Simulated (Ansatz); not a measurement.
# BH2 (boron dihydride) at 5 levels

Aim: a comparison of 5 runs (U-r2SCAN/3-21G, UBLYP/3-21G, UCAM-B3LYP/3-21G, UBHLYP/6-311G**, UCCSDT(Q)/6-311G**) of BH2 (boron dihydride). 

Program for the calculation: Ansatz 0.2.0.

58 further runs of the same task are left out: 58 set aside as unsound or not needed.

### 1 Starting point

BH2 has 3 atoms, charge 0, and is taken as a doublet. SMILES: `[BH2]`. The H3–B1 distance was set to 2.898 Å, away from the relaxed value. At this shape a bond of the SMILES string is far longer than usual.

Bond lengths: B1–H2 1.159 Å.

### 2 A single-point energy at U-r2SCAN/3-21G (run 1)

The input, job.yaml:

```yaml
crystal:
  periodic: [false, false, false]
  atoms:
    - {symbol: B, position_ang: [1.471420, 0.813085, 0.906064]}
    - {symbol: H, position_ang: [1.488600, 1.964635, 1.038404]}
    - {symbol: H, position_ang: [-0.542860, -0.819090, -0.389630]}
basis:
  gaussian:
    orbitals: 3-21G.json
magnetization:
  spin_polarized: true
  initial_magnetization: 1
hamiltonian:
  xc: r2scan
accuracy: high
```

The basis set 3-21G is read from a file made from the Basis Set Exchange's data (not shown).

Run with:

```
ansatz run job.yaml --threads 1 --pin off --max-ram 2610MiB --events-out events.jsonl --progress --plain --runs-dir runs
```

Log:

```text
Warning: RAYON_NUM_THREADS=1 ignored (pool sized by the plan → 1); use --threads N
Functional definition: r2SCAN
  name "r2SCAN"
  parameter k0 = 0.174
  parameter k1 = 0.065
  parameter a1 = 4.9479
  exchange = r2scan_x(k0 = k0, k1 = k1, a1 = a1)
  correlation = r2scan_c
245 factors; integrals over basis functions are off by at most 1.3e-8 eV
mean field evaluation 1: about -696.4868 eV, gradient 3.6e0 eV
mean field evaluation 2: about -696.6772 eV, gradient 3.6e0 eV
mean field evaluation 4: about -696.9986 eV, gradient 6.9e-1 eV
mean field evaluation 8: about -697.0492 eV, gradient 4.0e-2 eV
mean field evaluation 16: about -697.0494 eV, gradient 6.7e-5 eV
mean field evaluation 32: about -696.4978 eV, gradient 7.8e-6 eV
mean field -697.04935554 eV, -25.6160913392 hartree, gradient 5.8e-8 eV, S^2 1.121291; 3 other end points of the search recorded, 0 dependent functions left out
reference -697.04935652 eV, -25.6160913751 hartree; 4, 3 occupied and 9, 10 virtual orbitals, 245 factors
Total energy: -697.04935652 eV, -25.6160913751 hartree
```

Wall time 2.8 s (1 thread of Arm Neoverse V1, shared host); peak memory 0.13 GiB.

### 3 A single-point energy at UBLYP/3-21G (run 2)

The input, input.yaml:

```yaml
crystal:
  periodic: [false, false, false]
  atoms:
    - {symbol: B, position_ang: [1.471420, 0.813085, 0.906064]}
    - {symbol: H, position_ang: [1.488600, 1.964635, 1.038404]}
    - {symbol: H, position_ang: [-0.542860, -0.819090, -0.389630]}
basis:
  gaussian: {orbitals: 3-21G.json}
magnetization: {spin_polarized: true, initial_magnetization: 1}
hamiltonian: {xc: {name: BLYP}}
accuracy: high
```

The basis set 3-21G is read from a file made from the Basis Set Exchange's data (not shown).

Run with:

```
ansatz run input.yaml --threads 1 --pin off --max-ram 2610MiB --events-out events.jsonl --progress --plain --runs-dir runs
```

Log:

```text
Warning: RAYON_NUM_THREADS=1 ignored (pool sized by the plan → 1); use --threads N
Functional definition: BLYP
  name "BLYP"
  parameter beta = 0.0042
  parameter a = 0.04918
  parameter b = 0.132
  parameter c = 0.2533
  parameter d = 0.349
  exchange = b88_x(beta = beta)
  correlation = lyp_c(a = a, b = b, c = c, d = d)
245 factors; integrals over basis functions are off by at most 1.3e-8 eV
mean field evaluation 1: about -696.8554 eV, gradient 4.5e0 eV
mean field evaluation 2: about -697.0473 eV, gradient 2.3e0 eV
mean field evaluation 4: about -697.1770 eV, gradient 4.5e-1 eV
mean field evaluation 8: about -697.1815 eV, gradient 3.2e-2 eV
mean field evaluation 16: about -697.1815 eV, gradient 4.9e-6 eV
mean field evaluation 32: about -697.1286 eV, gradient 6.4e-1 eV
mean field -697.18151471 eV, -25.6209480991 hartree, gradient 1.5e-8 eV, S^2 0.934494; 3 other end points of the search recorded, 0 dependent functions left out
reference -697.18155031 eV, -25.6209494074 hartree; 4, 3 occupied and 9, 10 virtual orbitals, 245 factors
Total energy: -697.18155031 eV, -25.6209494074 hartree
```

Wall time 0.79 s (1 thread of Arm Neoverse V1, shared host).

Runs 3 to 4 aren't shown in full; the table further down has their settings and results.

### 4 A single-point energy at UCCSDT(Q)/6-311G(d,p) (run 5)

The input, job.yaml:

```yaml
crystal:
  periodic: [false, false, false]
  atoms:
    - symbol: B
      position_ang: [1.471420, 0.813085, 0.906064]
    - symbol: H
      position_ang: [1.488600, 1.964635, 1.038404]
    - symbol: H
      position_ang: [-0.542860, -0.819090, -0.389630]
basis:
  gaussian: {orbitals: 6-311G_st__st_.json}
magnetization: {spin_polarized: true, initial_magnetization: 1}
correlation: {method: ccsdt_q, frozen_orbitals: {B: 1, H: 0}}
accuracy: high
scf: {omitted_lower_state_checks: [cluster_reference, increment]}
```

The basis set 6-311G** is read from a file made from the Basis Set Exchange's data (not shown).

Run with:

```
ansatz run job.yaml --threads 1 --pin off --max-ram 2610MiB --events-out events.jsonl --progress --plain --runs-dir runs
```

Log:

```text
Warning: RAYON_NUM_THREADS=1 ignored (pool sized by the plan → 1); use --threads N
[... 16 lines left out ...]
1 core orbitals not correlated: weight in the atoms' cores, before any rotation towards them, 1.000 or more for the frozen orbitals, at most 0.000 for the correlated occupied ones
[... 49 lines left out ...]
Total energy: -699.80776769 eV, -25.7174611158 hartree
Checks for a lower state left out: cluster_reference, increment
```

It took 5.4 s on 1 thread of Arm Neoverse V1, shared host; peak memory 0.11 GiB.

### 5 All runs side by side

```csv
run,level,frozen core orbitals,energy (Eh),⟨S²⟩,wall time
1,U-r2SCAN/3-21G,–,-25.616091,1.121,2.8 s
2,UBLYP/3-21G,–,-25.620949,0.934,0.79 s
3,UCAM-B3LYP/3-21G,–,-25.613159,0.990,1.3 s
4,UBHLYP/6-311G**,–,-25.782423,0.996,1.2 s
5,UCCSDT(Q)/6-311G**,1,-25.717461,1.228,5.4 s
```

### 6 Summary of results

| quantity | value |
| --- | --- |
| run 5: total energy | -25.71746 Eh |
| run 5: correlation energy (1 core orbital frozen) | -83.7 mEh |
| run 5: ⟨S²⟩ of the reference determinant | 1.228 |
| run 5: T1 diagnostic | 0.122 |

Totals of different functionals can't be ranked against each other. Spin contamination of the reference: run 5 ⟨S²⟩ = 1.23, run 1 ⟨S²⟩ = 1.12, run 4 ⟨S²⟩ = 1.00, run 3 ⟨S²⟩ = 0.99, run 2 ⟨S²⟩ = 0.93. All runs together took 12 s, the longest 5.4 s.
